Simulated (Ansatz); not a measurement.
A plane-wave DFT run in Ansatz 0.2.0 (scalar-relativistic PAW potentials unless the input names others): input and command.

```yaml
crystal:
  lattice:
    - [5.2817077773, 0.0, 0.0]
    - [-2.6408538886, 4.5740931105, 0.0]
    - [0.0, 0.0, 4.8415811598]
  atoms:
    - { symbol: Sc, position: [0.3333333333, 0.6666666667, 0.25] }
    - { symbol: Sc, position: [0.6666666667, 0.3333333333, 0.75] }
    - { symbol: C, position: [0.8496875082, 0.4248437541, 0.25] }
    - { symbol: C, position: [0.4248437541, 0.8496875082, 0.75] }
    - { symbol: C, position: [0.5751562459, 0.4248437541, 0.25] }
    - { symbol: C, position: [0.1503124918, 0.5751562459, 0.75] }
    - { symbol: C, position: [0.5751562459, 0.1503124918, 0.25] }
    - { symbol: C, position: [0.4248437541, 0.5751562459, 0.75] }
basis:
  ecutwfc: 420
kpoints:
  mp_grid: { grid: [12, 12, 8] }
hamiltonian:
  xc: pbe
  hubbard: { sites: [{ species: Sc, l: d, u_eff: 5.0 }], double_counting: amf }
scf:
  occupations: { method: gaussian, width: 0.1 }
  n_extra_bands: 32
output:
  forces: true
  eigenvalues: true
  stress: true
```

```bash
ansatz run input.yaml --threads 1 --pin off --max-ram 2560MiB --backend cpu --events-out ev --progress --plain --runs-dir out
```

Abridged log:
```
Sc: projections on atomic orbitals take those of the free atom [Ne] 3s2 3p6 3d1 4s2, of charge +0.00 (hamiltonian.pseudopotentials.projection_atoms); the dataset's partial waves leave at most 3.7e-7 of an orbital's norm unspanned inside its sphere
C: projections on atomic orbitals take those of the free atom [He] 2s2 2p2, of charge +0.00 (hamiltonian.pseudopotentials.projection_atoms); the dataset's partial waves leave at most 3.7e-9 of an orbital's norm unspanned inside its sphere
scf.n_extra_bands = 32 over 23 filled bands (N_el = 46.0): the run solves 55 bands
Pseudopotentials: kind: paw
Pseudopotential: Sc, paw, valence charge 11, recommended cutoff 420 eV (normal)
Pseudopotential: C, paw, valence charge 4, recommended cutoff 420 eV (normal)
Functional definition: PBE
Crystal: 8 atoms, lattice volume = 116.968 Å³
Basis set: ecut = 420 eV, 2291 PW (Γ), exchange–correlation on 72×72×72 points (8 copies of the dense FFT grid, shifted against one another)
Bands: 55, of which v1, the nominal top of the filled ones, is band 23 counted from 1 (22 counted from 0)
Symmetry: 24 space group operations
Space group: P63/mmc (ITA 194), of the structure as read, at distance tolerance 4.9e-5 Å
k-points: 95 of 1152
Initial density: superposition of atomic densities (chi_scale 0.1, normalization cell, long waves of neutral atoms under a Hubbard term (reshape's long-wave potential 0.00 eV rms, cloud 2.46 Å wide))
Initial wavefunctions: pseudopotential atomic-orbital guess
Functional: x = pbe(κ = 0.804, μ = 0.21951497), c = pbe(β = 0.06672455)
SCF iter   1: F=—  HF=-5775.226138 eV  |F-HF|=—  |Δ(HF+E_count)|=         —  Δρ=8.01e-2  dr2=8.16e0  ethr=3.10e-3  ⟨swp⟩=5.0  Hψ=20910  notcnv=0  defer=1173
SCF iter   2: F=—  HF=-5773.186855 eV  |F-HF|=—  |Δ(HF+E_count)|=    2.04e0  Δρ=3.50e-2  dr2=2.12e0  ethr=3.10e-3  ⟨swp⟩=2.1  Hψ=8179  notcnv=0  defer=2373
SCF iter   3: F=—  HF=-5772.743101 eV  |F-HF|=—  |Δ(HF+E_count)|=   4.44e-1  Δρ=1.21e-2  dr2=2.10e-1  ethr=3.10e-3  ⟨swp⟩=2.9  Hψ=6344  notcnv=0  defer=2368
SCF iter   4: F=—  HF=-5772.694620 eV  |F-HF|=—  |Δ(HF+E_count)|=   4.85e-2  Δρ=2.03e-3  dr2=4.27e-3  ethr=4.56e-4  ⟨swp⟩=2.5  Hψ=6335  notcnv=0  defer=2376
SCF iter   5: F=—  HF=-5772.694974 eV  |F-HF|=—  |Δ(HF+E_count)|=   3.54e-4  Δρ=4.60e-4  dr2=1.41e-4  ethr=9.27e-6  ⟨swp⟩=2.0  Hψ=4412  notcnv=0  defer=2376
SCF iter   6: F=—  HF=-5772.695088 eV  |F-HF|=—  |Δ(HF+E_count)|=   1.14e-4  Δρ=5.07e-5  dr2=1.49e-6  ethr=3.07e-7  ⟨swp⟩=2.3  Hψ=4317  notcnv=0  defer=2376
SCF iter   7: F=—  HF=-5772.695091 eV  |F-HF|=—  |Δ(HF+E_count)|=   2.76e-6  Δρ=9.37e-6  dr2=8.59e-8  ethr=2.17e-10  ⟨swp⟩=14.6  Hψ=36131  notcnv=0
SCF iter   8: F=-5772.695091 eV  HF=-5772.695091 eV  |F-HF|=4.85e-10  |Δ(HF+E_count)|=   1.23e-8  Δρ=9.37e-7  dr2=1.06e-9  ethr=1.87e-10  ⟨swp⟩=2.0  Hψ=12344  notcnv=0
SCF 1 converged in 8 iterations: F = -5772.695091 eV  dr2 = 1.06e-9
SCF converged after 8 iterations
Free energy (F): -5772.695091 eV
Harris-Foulkes:  -5772.695091 eV  (|F-HF|=4.85e-10)
Internal energy: -5772.689337 eV  (E = F + TS)
E sigma→0 (E₀):  -5772.692214 eV
Entropy (-TS):   -0.005753 eV (-0.719 meV/atom)
Fermi energy:    6.183801 eV
DFT+U double counting: amf (around mean field; hamiltonian.hubbard.double_counting)
--- Forces (eV/Å), atoms counted from 1 ---
  atom   1  Sc     0.00000000     0.00000000     0.00000000
  atom   2  Sc     0.00000000     0.00000000     0.00000000
  atom   3  C      0.03190658     0.01842127     0.00000000
  atom   4  C      0.00000000     0.03684255     0.00000000
  atom   5  C     -0.03190658     0.01842127     0.00000000
  atom   6  C     -0.03190658    -0.01842127     0.00000000
  atom   7  C      0.00000000    -0.03684255     0.00000000
  atom   8  C      0.03190658    -0.01842127     0.00000000
--- Stress (GPa, compression-positive) ---
       -0.018554       0.000000       0.000000
        0.000000      -0.018554       0.000000
        0.000000       0.000000      -0.410556
  P = ⅓ Tr σ = -0.1492 GPa (-1.492 kbar)
Occupation matrices written to <dir>
```

Apart from outputs and the relaxation, which only the reference makes, the input differs from a reference run on usual settings in hamiltonian.hubbard: not typed → {"sites": [{"species": "Sc", "l": "d", "u_eff": 5.0}], "double_counting": "amf"}; scf.n_extra_bands: not typed → 32. The reference, at the same geometry, ended its own course with pressure -0.04 GPa, largest force 0.008 eV/Å, no gap on the mesh. This run converged in 8 SCF iterations with an energy at zero smearing 3.09 meV/atom below the reference's (the Hamiltonian itself differs), pressure -0.15 GPa, largest force 0.037 eV/Å, no gap on the mesh.

The run took 37 s on 1 thread of Intel(R) Xeon(R) Platinum 8375C CPU @ 2.90GHz (Ice Lake), with other jobs on the host, peak memory 0.95 GiB.